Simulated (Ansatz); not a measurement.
**Si₂ (triplet): up Jacob's ladder to CCSD(T)**

An exercise on one series of results from a longer session: the logs are not shown, and one member is left open.

Computed with Ansatz 0.2.0, Gaussian basis. Level: functionals in def2-TZVPP, the program's frozen cores in correlated methods.

Plan: LDA (SPW92), PBE-D4, revPBE-D4, BLYP-D4, r2SCAN-D4, B97M-V, PBE0-D4, B3LYP-D4, r2SCANh-D4, r2SCAN0-D4, HSE06-D4, BHLYP-D4, CAM-B3LYP-D4, LC-ωPBE, ωB97X-V, ωB97M-V, B2PLYP, PBE-QIDH; CCSD(T)/def2-SVP; CCSD(T)/def2-TZVPP; CCSD(T)/def2-QZVPP; extrapolation to the limit; RPA on PBE.

## Structure used throughout

All runs share one geometry, relaxed beforehand with PBE0-D4 in a triple-zeta def2 set.

SMILES `[Si][Si] m3`, 2 atoms, charge 0, spin multiplicity 3.

Atoms are counted from 1 here; the program's logs count them from 0.

Bond lengths: Si1–Si2 2.255 Å.

The first run:

Input file in.yaml:

```yaml
crystal:
  periodic: [false, false, false]
  atoms:
    - {symbol: Si, position_ang: [0.000000, 0.000000, 1.127311]}
    - {symbol: Si, position_ang: [-0.000000, -0.000000, -1.127311]}
basis:
  gaussian: {orbitals: def2-TZVPP}
magnetization: {spin_polarized: true, initial_magnetization: 2}
hamiltonian: {xc: lda}
output: {orbitals: {seedname: orbitals}}
```

The run is started by

```sh
$ ansatz run in.yaml --threads 2 --pin off --events-out ev --progress --plain --max-ram 32768MiB --backend cpu
```

Steps of the session up to this table: LDA; PBE-D4 (GGA); revPBE-D4 (GGA); BLYP-D4 (GGA); r2SCAN-D4 (meta-GGA); B97M-V (meta-GGA); B3LYP-D4 (hybrid); r2SCANh-D4 (hybrid); r2SCAN0-D4 (hybrid); HSE06-D4 (hybrid); BHLYP-D4 (hybrid); CAM-B3LYP-D4 (range-separated); LC-ωPBE (range-separated); ωB97X-V (range-separated); ωB97M-V (range-separated); B2PLYP (double hybrid); PBE-QIDH (double hybrid).

One table of the session follows, with a row left open; its other results are not shown here.

It belongs to the step «Orbital energies across the functionals». 

```
  functional  HOMO (eV)  LUMO (eV)  gap (eV)
 LDA (SPW92)      -4.86      -4.80      0.06
      PBE-D4      -4.82      -4.48      0.35
   revPBE-D4      -4.81      -4.39      0.42
     BLYP-D4      -4.66      -4.42      0.24
   r2SCAN-D4          ?          ?         ?
      B97M-V      -4.98      -4.38      0.60
     PBE0-D4      -5.79      -3.59      2.20
    B3LYP-D4      -5.58      -3.88      1.69
  r2SCANh-D4      -5.43      -3.91      1.52
  r2SCAN0-D4      -5.96      -3.43      2.53
    HSE06-D4      -5.40      -3.97      1.43
    BHLYP-D4      -6.60      -2.73      3.87
CAM-B3LYP-D4      -6.94      -2.57      4.37
     LC-ωPBE      -8.27      -1.30      6.97
     ωB97X-V      -7.91      -1.71      6.20
     ωB97M-V      -7.59      -1.73      5.85
```

Q: Estimate the row for r2SCAN-D4 from the others.

Worked estimate for «HOMO (eV)». Against the share of exact exchange, r2SCANh-D4 (0.1, -5.43), r2SCAN0-D4 (0.25, -5.96) give a slope of -3.53 per unit share; at 0 the line stands at -5.08.

The run gave: HOMO (eV): -5.07; LUMO (eV): -4.24; gap (eV): 0.84. In «HOMO (eV)» the line misses by -0.01.
